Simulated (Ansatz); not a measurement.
Input for Ansatz (development build ahead of 0.2.0):

```yaml
crystal:
  periodic: [false, false, false]
  atoms:
    - { symbol: Cl, position_ang: [0.0, 0.0, -0.6144] }
    - { symbol: F, position_ang: [0.0, 0.0, 1.16054] }
basis:
  gaussian: { orbitals: cc-pVTZ }
hamiltonian:
  xc: hf
correlation:
  method: mp2
  frozen_orbitals: { Cl: 5, F: 1 }
```

The input is written out in the form of the current development build from the run's settings.

Results

- Converged: yes
- Reference energy: -558.88434 hartree
- Correlation energy: -0.45341 hartree
- Total energy: -559.33775 hartree
- Spin squared of the determinant: 0.000
